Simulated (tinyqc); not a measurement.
Inside a calculation. Method: G0W0 on RHF in the sto-3g basis, for H2O, spin multiplicity 1. Computed by tinyqc, a small Python program that keeps every step (integrals from PySCF). Settings: charge = 0, multiplicity = 1, basis = sto-3g, method = RHF, energy threshold = 1e-10, iteration cap = 58, orthogonalisation = symmetric, start = core, DIIS depth = 6. Command: `OMP_NUM_THREADS=1 python tinyqc.py 26320 26321 out.jsonl` (the two numbers bound the seeds that draw the settings). One thread of a shared host (Intel(R) Xeon(R) Processor @ 2.60GHz), about 0.06 s of CPU time with the checks. The early iterations of the SCF are left out here.

## One-electron integrals

Geometry (angstrom):
```
atom        x         y        z
O     0.00000   0.00000  0.00000
H     0.00000   0.91700  0.64300
H     0.00000  -0.91700  0.64300
```

Basis sto-3g: exponents (1/bohr^2) and contraction coefficients of normalised primitives:
```
element  l (shell)   exponent  coefficient
O            s (1)  130.70932      0.15433
O            s (1)   23.80886      0.53533
O            s (1)    6.44361      0.44463
O            s (2)    5.03315     -0.09997
O            s (2)    1.16960      0.39951
O            s (2)    0.38039      0.70012
O            p (3)    5.03315      0.15592
O            p (3)    1.16960      0.60768
O            p (3)    0.38039      0.39196
H            s (1)    3.42525      0.15433
H            s (1)    0.62391      0.53533
H            s (1)    0.16886      0.44463
```

Overlap, kinetic and nuclear-attraction integrals over the contracted functions; the nuclear repulsion is the sum of Za Zb / Rab.

nuclear repulsion = 7.8483985 hartree

overlap S, lower triangle:
```
          1O 1s    1O 2s   1O 2px    1O 2py   1O 2pz    2H 1s    3H 1s
1O 1s   1.00000
1O 2s   0.23670  1.00000
1O 2px  0.00000  0.00000  1.00000
1O 2py  0.00000  0.00000  0.00000   1.00000
1O 2pz  0.00000  0.00000  0.00000   0.00000  1.00000
2H 1s   0.03662  0.37460  0.00000   0.27264  0.19118  1.00000
3H 1s   0.03662  0.37460  0.00000  -0.27264  0.19118  0.15561  1.00000
```

kinetic energy T (hartree), lower triangle:
```
           1O 1s    1O 2s   1O 2px    1O 2py   1O 2pz     2H 1s    3H 1s
1O 1s   29.00320
1O 2s   -0.16801  0.80813
1O 2px   0.00000  0.00000  2.52873
1O 2py   0.00000  0.00000  0.00000   2.52873
1O 2pz   0.00000  0.00000  0.00000   0.00000  2.52873
2H 1s   -0.00868  0.06396  0.00000   0.14331  0.10049   0.76003
3H 1s   -0.00868  0.06396  0.00000  -0.14331  0.10049  -0.00710  0.76003
```

nuclear attraction V (hartree), lower triangle:
```
            1O 1s     1O 2s    1O 2px    1O 2py    1O 2pz     2H 1s     3H 1s
1O 1s   -61.56344
1O 2s    -7.40676  -9.99263
1O 2px    0.00000   0.00000  -9.86212
1O 2py    0.00000   0.00000   0.00000  -9.97735
1O 2pz   -0.01302  -0.15968   0.00000   0.00000  -9.91878
2H 1s    -1.17331  -2.86334   0.00000  -1.83398  -1.32592  -5.22241
3H 1s    -1.17331  -2.86334   0.00000   1.83398  -1.32592  -0.91363  -5.22241
```

core Hamiltonian H = T + V (hartree), lower triangle:
```
            1O 1s     1O 2s    1O 2px    1O 2py    1O 2pz     2H 1s     3H 1s
1O 1s   -32.56024
1O 2s    -7.57477  -9.18450
1O 2px    0.00000   0.00000  -7.33339
1O 2py    0.00000   0.00000   0.00000  -7.44862
1O 2pz   -0.01302  -0.15968   0.00000   0.00000  -7.39005
2H 1s    -1.18199  -2.79939   0.00000  -1.69067  -1.22543  -4.46238
3H 1s    -1.18199  -2.79939   0.00000   1.69067  -1.22543  -0.92072  -4.46238
```

## Two-electron integrals

Functions are numbered as in S; the eight-fold symmetry (ij|kl) = (ji|kl) = (kl|ij) leaves the list below.

Two-electron integrals (ij|kl) in chemists' order, unique and non-zero (hartree):
```
(11|11) 4.78507    (21|11) 0.74138    (21|21) 0.13687    (22|11) 1.11895
(22|21) 0.25663    (22|22) 0.81721    (31|31) 0.02448    (32|31) 0.03781
(32|32) 0.18052    (33|11) 1.11581    (33|21) 0.25668    (33|22) 0.81702
(33|33) 0.88016    (41|41) 0.02448    (42|41) 0.03781    (42|42) 0.18052
(43|43) 0.04744    (44|11) 1.11581    (44|21) 0.25668    (44|22) 0.81702
(44|33) 0.78527    (44|44) 0.88016    (51|51) 0.02448    (52|51) 0.03781
(52|52) 0.18052    (53|53) 0.04744    (54|54) 0.04744    (55|11) 1.11581
(55|21) 0.25668    (55|22) 0.81702    (55|33) 0.78527    (55|44) 0.78527
(55|55) 0.88016    (61|11) 0.11609    (61|21) 0.02127    (61|22) 0.03968
(61|33) 0.03960    (61|41) 0.00080    (61|42) 0.00150    (61|44) 0.03976
(61|51) 0.00056    (61|52) 0.00105    (61|54) 0.00011    (61|55) 0.03968
(61|61) 0.00335    (62|11) 0.30212    (62|21) 0.07025    (62|22) 0.25008
(62|33) 0.24568    (62|41) 0.00432    (62|42) 0.03400    (62|44) 0.25436
(62|51) 0.00303    (62|52) 0.02384    (62|54) 0.00608    (62|55) 0.24995
(62|61) 0.01115    (62|62) 0.09733    (63|31) 0.00711    (63|32) 0.04225
(63|43) 0.00694    (63|53) 0.00486    (63|63) 0.01338    (64|11) 0.18501
(64|21) 0.04355    (64|22) 0.16551    (64|33) 0.15813    (64|41) 0.00944
(64|42) 0.06338    (64|44) 0.17743    (64|51) 0.00164    (64|52) 0.01482
(64|54) 0.00867    (64|55) 0.16080    (64|61) 0.00719    (64|62) 0.07829
(64|64) 0.07563    (65|11) 0.12973    (65|21) 0.03054    (65|22) 0.11606
(65|33) 0.11088    (65|41) 0.00164    (65|42) 0.01482    (65|44) 0.11469
(65|51) 0.00826    (65|52) 0.05264    (65|54) 0.00961    (65|55) 0.12248
(65|61) 0.00504    (65|62) 0.05490    (65|64) 0.04365    (65|65) 0.04399
(66|11) 0.46310    (66|21) 0.10941    (66|22) 0.44832    (66|33) 0.43079
(66|41) 0.00820    (66|42) 0.09051    (66|44) 0.46566    (66|51) 0.00575
(66|52) 0.06347    (66|54) 0.02445    (66|55) 0.44794    (66|61) 0.01748
(66|62) 0.22651    (66|64) 0.20792    (66|65) 0.14580    (66|66) 0.77461
(71|11) 0.11609    (71|21) 0.02127    (71|22) 0.03968    (71|33) 0.03960
(71|41) -0.00080   (71|42) -0.00150   (71|44) 0.03976    (71|51) 0.00056
(71|52) 0.00105    (71|54) -0.00011   (71|55) 0.03968    (71|61) 0.00329
(71|62) 0.01077    (71|64) 0.00640    (71|65) 0.00488    (71|66) 0.01674
(71|71) 0.00335    (72|11) 0.30212    (72|21) 0.07025    (72|22) 0.25008
(72|33) 0.24568    (72|41) -0.00432   (72|42) -0.03400   (72|44) 0.25436
(72|51) 0.00303    (72|52) 0.02384    (72|54) -0.00608   (72|55) 0.24995
(72|61) 0.01077    (72|62) 0.07630    (72|64) 0.04284    (72|65) 0.04175
(72|66) 0.14207    (72|71) 0.01115    (72|72) 0.09733    (73|31) 0.00711
(73|32) 0.04225    (73|43) -0.00694   (73|53) 0.00486    (73|63) 0.01006
(73|73) 0.01338    (74|11) -0.18501   (74|21) -0.04355   (74|22) -0.16551
(74|33) -0.15813   (74|41) 0.00944    (74|42) 0.06338    (74|44) -0.17743
(74|51) -0.00164   (74|52) -0.01482   (74|54) 0.00867    (74|55) -0.16080
(74|61) -0.00640   (74|62) -0.04284   (74|64) -0.01453   (74|65) -0.02299
(74|66) -0.07311   (74|71) -0.00719   (74|72) -0.07829   (74|74) 0.07563
(75|11) 0.12973    (75|21) 0.03054    (75|22) 0.11606    (75|33) 0.11088
(75|41) -0.00164   (75|42) -0.01482   (75|44) 0.11469    (75|51) 0.00826
(75|52) 0.05264    (75|54) -0.00961   (75|55) 0.12248    (75|61) 0.00488
(75|62) 0.04175    (75|64) 0.02299    (75|65) 0.03256    (75|66) 0.08452
(75|71) 0.00504    (75|72) 0.05490    (75|74) -0.04365   (75|75) 0.04399
(76|11) 0.09138    (76|21) 0.02144    (76|22) 0.08278    (76|33) 0.08092
(76|44) 0.08271    (76|51) 0.00145    (76|52) 0.01362    (76|55) 0.08462
(76|61) 0.00336    (76|62) 0.03159    (76|64) 0.02216    (76|65) 0.02006
(76|66) 0.07614    (76|71) 0.00336    (76|72) 0.03159    (76|74) -0.02216
(76|75) 0.02006    (76|76) 0.01285    (77|11) 0.46310    (77|21) 0.10941
(77|22) 0.44832    (77|33) 0.43079    (77|41) -0.00820   (77|42) -0.09051
(77|44) 0.46566    (77|51) 0.00575    (77|52) 0.06347    (77|54) -0.02445
(77|55) 0.44794    (77|61) 0.01674    (77|62) 0.14207    (77|64) 0.07311
(77|65) 0.08452    (77|66) 0.28675    (77|71) 0.01748    (77|72) 0.22651
(77|74) -0.20792   (77|75) 0.14580    (77|76) 0.07614    (77|77) 0.77461
```

## Orthogonalisation

S = U s U^T; symmetric (Loewdin) form X = U s^(-1/2) U^T, so that X^T S X = 1.

eigenvalues of S: 0.44743  0.52885  0.89096  1.00000  1.09398  1.31555  1.72324

X, lower triangle:
```
           1O 1s     1O 2s   1O 2px    1O 2py    1O 2pz     2H 1s    3H 1s
1O 1s    1.02357
1O 2s   -0.13618   1.14956
1O 2px   0.00000   0.00000  1.00000
1O 2py   0.00000   0.00000  0.00000   1.07371
1O 2pz  -0.00670   0.06364  0.00000   0.00000   1.03174
2H 1s    0.01875  -0.21539  0.00000  -0.17441  -0.10781   1.12033
3H 1s    0.01875  -0.21539  0.00000   0.17441  -0.10781  -0.05292  1.12033
```

## Iteration 8 (converged): orbitals

converged F (hartree), lower triangle:
```
            1O 1s     1O 2s    1O 2px    1O 2py    1O 2pz     2H 1s     3H 1s
1O 1s   -20.24928
1O 2s    -5.16257  -2.40212
1O 2px    0.00000   0.00000  -0.38306
1O 2py    0.00000   0.00000   0.00000  -0.22335
1O 2pz   -0.02494  -0.06448   0.00000   0.00000  -0.26430
2H 1s    -0.81374  -0.77264   0.00000  -0.36217  -0.30167  -0.39661
3H 1s    -0.81374  -0.77264   0.00000   0.36217  -0.30167  -0.21719  -0.39661
```

Diagonalise F' = X^T F X, C = X C', fill 5 alpha and 5 beta electrons from the bottom; D = 2 C_occ C_occ^T. Each column has its largest component positive (the first on a tie).

F' = X^T F X (hartree), lower triangle:
```
           1         2         3         4         5         6         7
1  -19.87505
2   -2.68443  -1.31424
3    0.00000   0.00000  -0.38306
4    0.00000   0.00000   0.00000   0.00288
5   -0.05112   0.09587   0.00000   0.00000  -0.15689
6   -0.08612  -0.39420   0.00000  -0.39973  -0.28234  -0.02243
7   -0.08612  -0.39420   0.00000   0.39973  -0.28234  -0.05830  -0.02243
```

orbital energies (hartree): MO1 -20.25754, MO2 -1.19808, MO3 -0.54618, MO4 -0.42049, MO5 -0.38306, MO6 0.44920, MO7 0.58492

coefficients C:
```
             MO1       MO2       MO3       MO4      MO5       MO6       MO7
1O 1s    0.99446  -0.24024   0.00000   0.08957  0.00000  -0.11092   0.00000
1O 2s    0.02389   0.89275   0.00000  -0.45871  0.00000   0.65489   0.00000
1O 2px   0.00000   0.00000   0.00000   0.00000  1.00000   0.00000   0.00000
1O 2py   0.00000   0.00000   0.59838   0.00000  0.00000   0.00000   0.92501
1O 2pz   0.00291   0.07739   0.00000   0.76106  0.00000   0.71177   0.00000
2H 1s   -0.00447   0.14242   0.45290   0.33038  0.00000  -0.70611  -0.71663
3H 1s   -0.00447   0.14242  -0.45290   0.33038  0.00000  -0.70611   0.71663
```

D after iteration 8, lower triangle:
```
           1O 1s     1O 2s   1O 2px    1O 2py   1O 2pz     2H 1s    3H 1s
1O 1s    2.10938
1O 2s   -0.46361   2.01599
1O 2px   0.00000   0.00000  2.00000
1O 2py   0.00000   0.00000  0.00000   0.71611
1O 2pz   0.10494  -0.55990  0.00000   0.00000  1.17041
2H 1s   -0.01813  -0.04902  0.00000   0.54201  0.52490   0.66915
3H 1s   -0.01813  -0.04902  0.00000  -0.54201  0.52490  -0.15131  0.66915
```

## Convergence

Stop when the energy changes by less than 1e-10 hartree and every element of the error matrix X^T (F D S - S D F) X is below 3e-06.

Course of the cycle:
```
iteration  E (hartree)     change  largest element of the error matrix
1          -73.2997999          -                             5.52e-01
2          -74.8064586  -1.51e+00                             2.54e-01
3          -74.9255813  -1.19e-01                             4.91e-02
4          -74.9292672  -3.69e-03                             1.13e-02
5          -74.9295651  -2.98e-04                             2.87e-03
6          -74.9295991  -3.40e-05                             2.61e-04
7          -74.9295993  -1.15e-07                             2.40e-06
8          -74.9295993  -1.40e-11                             1.16e-07
```

PySCF RHF in the same basis = -74.9295993 hartree

Converged in 8 iterations.

## Integrals over molecular orbitals

(pq|rs) = sum C_ip C_jq C_kr C_ls (ij|kl), one index at a time.

one-electron integrals over orbitals h = C^T H C (hartree), lower triangle:
```
           1         2         3         4         5         6         7
1  -32.54366
2    0.57095  -7.55040
3    0.00000   0.00000  -5.95262
4   -0.19878   0.52259   0.00000  -6.59257
5    0.00000   0.00000   0.00000   0.00000  -7.33339
6    0.25577  -1.19818   0.00000  -1.31383   0.00000  -5.22659
7    0.00000   0.00000  -1.79045   0.00000   0.00000   0.00000  -5.52811
```

Two-electron integrals over orbitals (pq|rs), unique and non-zero (hartree):
```
(11|11) 4.74682    (21|11) -0.43028   (21|21) 0.06160    (22|11) 1.02200
(22|21) -0.01552   (22|22) 0.72318    (31|31) 0.01029    (32|31) 0.01644
(32|32) 0.12960    (33|11) 0.75240    (33|21) -0.00463   (33|22) 0.60919
(33|33) 0.58715    (41|11) 0.15882    (41|21) -0.02103   (41|22) 0.01183
(41|33) 0.00525    (41|41) 0.02408    (42|11) -0.14392   (42|21) 0.00775
(42|22) -0.02577   (42|33) 0.00424    (42|41) 0.01926    (42|42) 0.13036
(43|31) -0.00219   (43|32) 0.02947    (43|43) 0.05530    (44|11) 0.94086
(44|21) -0.01125   (44|22) 0.66433    (44|33) 0.56248    (44|41) -0.00900
(44|42) -0.09529   (44|44) 0.70711    (51|51) 0.02596    (52|51) 0.03331
(52|52) 0.15103    (53|53) 0.02587    (54|51) -0.01145   (54|52) -0.04250
(54|54) 0.04779    (55|11) 1.11536    (55|21) -0.01219   (55|22) 0.75535
(55|33) 0.59611    (55|41) 0.00446    (55|42) -0.07812   (55|44) 0.69359
(55|55) 0.88016    (61|11) -0.19850   (61|21) 0.03006    (61|22) -0.00275
(61|33) 0.00036    (61|41) 0.00307    (61|42) 0.02041    (61|44) -0.01529
(61|55) -0.00542   (61|61) 0.02521    (62|11) 0.26466    (62|21) -0.00629
(62|22) 0.12931    (62|33) 0.06236    (62|41) 0.01821    (62|42) 0.03319
(62|44) 0.06550    (62|55) 0.14057    (62|61) 0.00927    (62|62) 0.09325
(63|31) 0.00231    (63|32) -0.04105   (63|43) -0.04002   (63|63) 0.07968
(64|11) 0.26798    (64|21) -0.00345   (64|22) 0.12825    (64|33) 0.04691
(64|41) 0.00186    (64|42) -0.04337   (64|44) 0.13202    (64|55) 0.14875
(64|61) -0.00118   (64|62) 0.06190    (64|64) 0.09533    (65|51) 0.01320
(65|52) 0.05165    (65|54) 0.00573    (65|65) 0.03394    (66|11) 0.76575
(66|21) -0.00730   (66|22) 0.58478    (66|33) 0.54292    (66|41) 0.01757
(66|42) 0.04888    (66|44) 0.53814    (66|55) 0.57001    (66|61) 0.00832
(66|62) 0.08760    (66|64) 0.05130    (66|66) 0.57311    (71|31) 0.01428
(71|32) 0.02177    (71|43) -0.00309   (71|63) 0.00270    (71|71) 0.01985
(72|31) 0.01485    (72|32) 0.05619    (72|43) -0.02820   (72|63) 0.02886
(72|71) 0.01970    (72|72) 0.06936    (73|11) 0.37239    (73|21) -0.00695
(73|22) 0.16831    (73|33) 0.08819    (73|41) -0.00017   (73|42) -0.07393
(73|44) 0.14662    (73|55) 0.20441    (73|61) -0.00546   (73|62) 0.06882
(73|64) 0.09955    (73|66) 0.04355    (73|73) 0.15849    (74|31) -0.00785
(74|32) -0.07039   (74|43) -0.01324   (74|63) 0.05610    (74|71) -0.01092
(74|72) -0.01779   (74|74) 0.06923    (75|53) 0.02397    (75|75) 0.02561
(76|31) 0.00763    (76|32) 0.08713    (76|43) 0.06314    (76|63) -0.07102
(76|71) 0.01038    (76|72) -0.00206   (76|74) -0.05970   (76|76) 0.11455
(77|11) 0.84563    (77|21) -0.00915   (77|22) 0.60987    (77|33) 0.57934
(77|41) 0.00352    (77|42) -0.02082   (77|44) 0.58097    (77|55) 0.61199
(77|61) -0.00393   (77|62) 0.06152    (77|64) 0.05346    (77|66) 0.54523
(77|73) 0.10128    (77|77) 0.59742
```

## Screening: direct RPA

With D = e_a - e_i and K = (ia|jb): diagonalise D^(1/2) (D + 4K) D^(1/2) = Z w^2 Z^T; X + Y = D^(1/2) Z w^(-1/2), each column of Z with its largest component positive (the first on a tie); E_c = (sum w - tr (D + 2K)) / 2.

D^(1/2) (D + 4K) D^(1/2) (hartree^2), lower triangle:
```
           1>6        1>7      2>6       2>7      3>6      3>7      4>6      4>7
1>6  430.85702
1>7    0.00000  436.06351
2>6    0.21665    0.00000  3.32797
2>7    0.00000    0.48042  0.00000   3.67377
3>6    0.00000    0.04918  0.00000   0.15378  1.30802
3>7   -0.10567    0.00000  0.37576   0.00000  0.00000  1.99647
4>6   -0.02007    0.00000  0.29635   0.00000  0.00000  0.39493  1.08798
4>7    0.00000   -0.19990  0.00000  -0.09525  0.22448  0.00000  0.00000  1.28925
5>6    0.00000    0.00000  0.00000   0.00000  0.00000  0.00000  0.00000  0.00000
5>7    0.00000    0.00000  0.00000   0.00000  0.00000  0.00000  0.00000  0.00000

         5>6      5>7
5>6  0.80564
5>7  0.00000  1.03617
```

excitation energies w (hartree): 0.89757  0.96475  1.01792  1.03060  1.23384  1.41104  1.86829  1.91987  20.75710  20.88215

X + Y:
```
           1         2        3         4         5         6         7         8
1>6  0.00000  -0.00001  0.00000   0.00000   0.00000   0.00152  -0.00134   0.00000
1>7  0.00000   0.00000  0.00000   0.00150   0.00108   0.00000   0.00000  -0.00373
2>6  0.00000  -0.08548  0.00000   0.00000   0.00000  -0.34368   0.88810   0.00000
2>7  0.00000   0.00000  0.00000   0.08810  -0.02447   0.00000   0.00000   0.96133
3>6  0.00000   0.00000  0.00000  -0.68330   0.64320   0.00000   0.00000   0.04414
3>7  0.00000  -0.35339  0.00000   0.00000   0.00000   0.80805   0.21860   0.00000
4>6  0.00000   0.89531  0.00000   0.00000   0.00000   0.22791   0.11111   0.00000
4>7  0.00000   0.00000  0.00000   0.70681   0.62980   0.00000   0.00000  -0.02447
5>6  0.96293   0.00000  0.00000   0.00000   0.00000   0.00000   0.00000   0.00000
5>7  0.00000   0.00000  0.97516   0.00000   0.00000   0.00000   0.00000   0.00000

            9        10
1>6   0.99879   0.00000
1>7   0.00000   0.99905
2>6   0.00014   0.00000
2>7   0.00000   0.00032
3>6   0.00000   0.00002
3>7  -0.00006   0.00000
4>6  -0.00001   0.00000
4>7   0.00000  -0.00010
5>6   0.00000   0.00000
5>7   0.00000   0.00000
```

RPA correlation energy = -0.0690355 hartree

## G0W0 on Hartree-Fock: HOMO

W(p,q,m) = sqrt2 sum_ia (pq|ia) (X+Y)_ia,m; Sigma_c(x) = sum_(i,m) W^2/(x - e_i + w_m) + sum_(a,m) W^2/(x - e_a - w_m); solve x = e_p + Sigma_c(x) by Newton steps; Z = 1/(1 - dSigma/dx); 1 hartree = 27.211386 eV.

The 12 largest terms at x = e_p (hartree; W for the signs of X + Y given):
```
q  m         W      term
5  7   0.26313   0.03706
5  6   0.21321   0.03222
5  2   0.06919   0.00496
2  1   0.07034   0.00289
6  1   0.04622  -0.00123
3  3   0.03306   0.00093
7  3   0.03532  -0.00063
4  1   0.00780   0.00007
1  1   0.01797  1.55e-05
5  9  -0.00764  2.82e-06
```

Newton steps (hartree):
```
step         x  Sigma_c(x)        Z
0     -0.38306     0.07627  0.95113
1     -0.31052     0.07271  0.95519
2     -0.31036     0.07270  0.95520
3     -0.31036     0.07270  0.95520
```

quasiparticle energy of the HOMO = -8.44536 eV

Hartree-Fock value = -10.42372 eV

## G0W0 on Hartree-Fock: LUMO

As before.

The 12 largest terms at x = e_p (hartree; W for the signs of X + Y given):
```
q  m         W      term
7  5  -0.11768  -0.01011
6  7   0.13153  -0.00926
3  5   0.12145   0.00662
2  7   0.14811   0.00624
4  6   0.11440   0.00574
4  7   0.12350   0.00557
4  2   0.06347   0.00220
5  1   0.04622   0.00123
6  2   0.03260  -0.00110
2  6   0.05329   0.00093
3  8   0.04225   0.00061
2  2   0.03271   0.00041
```

Newton steps (hartree):
```
step        x  Sigma_c(x)        Z
0     0.44920     0.00877  0.97487
1     0.45775     0.00855  0.97480
2     0.45775     0.00855  0.97480
```

quasiparticle energy of the LUMO = 12.45605 eV

Hartree-Fock value = 12.22329 eV
